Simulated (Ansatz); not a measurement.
We consider SnI₄ (Pa-3, No. 205), described by LDA (PAW; Ansatz, a program for electronic structure).

Input file:

Ansatz 0.2 input:
```yaml
crystal:
  lattice:
    - [11.7175701678, 0.0, 0.0]
    - [0.0, 11.7175701678, 0.0]
    - [0.0, 0.0, 11.7175701678]
  atoms:
    - { symbol: Sn, position: [0.1278392085, 0.1278392085, 0.1278392085] }
    - { symbol: Sn, position: [0.3721607915, 0.8721607915, 0.6278392085] }
    - { symbol: Sn, position: [0.6278392085, 0.3721607915, 0.8721607915] }
    - { symbol: Sn, position: [0.8721607915, 0.6278392085, 0.3721607915] }
    - { symbol: Sn, position: [0.8721607915, 0.8721607915, 0.8721607915] }
    - { symbol: Sn, position: [0.6278392085, 0.1278392085, 0.3721607915] }
    - { symbol: Sn, position: [0.3721607915, 0.6278392085, 0.1278392085] }
    - { symbol: Sn, position: [0.1278392085, 0.3721607915, 0.6278392085] }
    - { symbol: I, position: [0.2594798184, 0.2594798184, 0.2594798184] }
    - { symbol: I, position: [0.2405201816, 0.7405201816, 0.7594798184] }
    - { symbol: I, position: [0.7594798184, 0.2405201816, 0.7405201816] }
    - { symbol: I, position: [0.7405201816, 0.7594798184, 0.2405201816] }
    - { symbol: I, position: [0.7405201816, 0.7405201816, 0.7405201816] }
    - { symbol: I, position: [0.7594798184, 0.2594798184, 0.2405201816] }
    - { symbol: I, position: [0.2405201816, 0.7594798184, 0.2594798184] }
    - { symbol: I, position: [0.2594798184, 0.2405201816, 0.7594798184] }
    - { symbol: I, position: [-0.0005500342, -0.0060283985, 0.261424106] }
    - { symbol: I, position: [0.5005500342, 1.0060283985, 0.761424106] }
    - { symbol: I, position: [0.4994499658, 0.5060283985, 0.738575894] }
    - { symbol: I, position: [1.0005500342, 0.4939716015, 0.238575894] }
    - { symbol: I, position: [0.261424106, -0.0005500342, -0.0060283985] }
    - { symbol: I, position: [0.761424106, 0.5005500342, 1.0060283985] }
    - { symbol: I, position: [0.738575894, 0.4994499658, 0.5060283985] }
    - { symbol: I, position: [0.238575894, 1.0005500342, 0.4939716015] }
    - { symbol: I, position: [-0.0060283985, 0.261424106, -0.0005500342] }
    - { symbol: I, position: [1.0060283985, 0.761424106, 0.5005500342] }
    - { symbol: I, position: [0.5060283985, 0.738575894, 0.4994499658] }
    - { symbol: I, position: [0.4939716015, 0.238575894, 1.0005500342] }
    - { symbol: I, position: [1.0005500342, 1.0060283985, 0.738575894] }
    - { symbol: I, position: [0.4994499658, -0.0060283985, 0.238575894] }
    - { symbol: I, position: [0.5005500342, 0.4939716015, 0.261424106] }
    - { symbol: I, position: [-0.0005500342, 0.5060283985, 0.761424106] }
    - { symbol: I, position: [0.738575894, 1.0005500342, 1.0060283985] }
    - { symbol: I, position: [0.238575894, 0.4994499658, -0.0060283985] }
    - { symbol: I, position: [0.261424106, 0.5005500342, 0.4939716015] }
    - { symbol: I, position: [0.761424106, -0.0005500342, 0.5060283985] }
    - { symbol: I, position: [1.0060283985, 0.738575894, 1.0005500342] }
    - { symbol: I, position: [-0.0060283985, 0.238575894, 0.4994499658] }
    - { symbol: I, position: [0.4939716015, 0.261424106, 0.5005500342] }
    - { symbol: I, position: [0.5060283985, 0.761424106, -0.0005500342] }
basis:
  ecutwfc: 520
  ecutrho_ratio: 4
  xc_grid: 2
kpoints:
  mp_grid: { grid: [4, 4, 4] }
  band_path:
    path:
      - [0.0, 0.0, 0.0]
      - [0.0, 0.5, 0.0]
      - [0.5, 0.5, 0.0]
      - [0.333333, 0.333333, 0.0]
      - [0.166667, 0.166667, 0.0]
      - [0.125, 0.125, 0.125]
      - [0.25, 0.25, 0.25]
      - [0.375, 0.375, 0.375]
      - [0.5, 0.5, 0.5]
      - [0.333333, 0.5, 0.333333]
      - [0.166667, 0.5, 0.166667]
      - [0.5, 0.0, 0.0]
    npoints: 1
hamiltonian:
  xc: lda
  dispersion: none
  pseudopotentials: { kind: paw }
scf:
  occupations: { method: fermi_dirac, width: 0.01 }
  convergence: { dr2_threshold: 0.000000004 }
output:
  forces: true
  stress: true
  eigenvalues: true
  write_bands: true
```

Excerpt of the program's output:

```
Crystal: 40 atoms, lattice volume = 1608.839 Å³
Basis set: ecut = 520 eV, 43387 PW (Γ), exchange–correlation on 180×180×180 points (8 copies of the dense FFT grid, shifted against one another)
Bands: 394, of which v1, the nominal top of the filled ones, is band 328 counted from 1 (327 counted from 0)
Symmetry: 24 space group operations
Space group: Pa-3 (ITA 205), of the structure as read, at distance tolerance 1.2e-4 Å
k-points: 11 of 64
Functional: x = slater, c = lda
WARN: concurrent solve slots capped 2 → 1 …
WARN: the eigensolver's widest matrix products are made a tile of their output at a time, on all their threads, and a slot's buffer for their partial sums …
WARN: Davidson subspace factor capped 4 → 2 …
SCF iter   1: F=—  HF=-282434.666119 eV  |F-HF|=—  |Δ(HF+E_count)|=         —  Δρ=5.45e-3  dr2=2.24e-1
SCF iter   2: F=—  HF=-282434.742825 eV  |F-HF|=—  |Δ(HF+E_count)|=   7.67e-2  Δρ=2.23e-3  dr2=4.84e-2
  ...
SCF iter   7: F=—  HF=-282434.739314 eV  |F-HF|=—  |Δ(HF+E_count)|=   8.01e-7  Δρ=3.00e-6  dr2=1.92e-7
SCF iter   8: F=—  HF=-282434.739314 eV  |F-HF|=—  |Δ(HF+E_count)|=   1.32e-7  Δρ=8.13e-7  dr2=1.76e-8
  ...
--- Stress (GPa, compression-positive) ---
        0.004374      -0.000000       0.000000
       -0.000000       0.004374       0.000000
        0.000000       0.000000       0.004374
  P = ⅓ Tr σ = 0.0044 GPa (0.044 kbar)
```

The PAW data were made under PBE.

Note: the volume lies 12 % below that of the published cell.
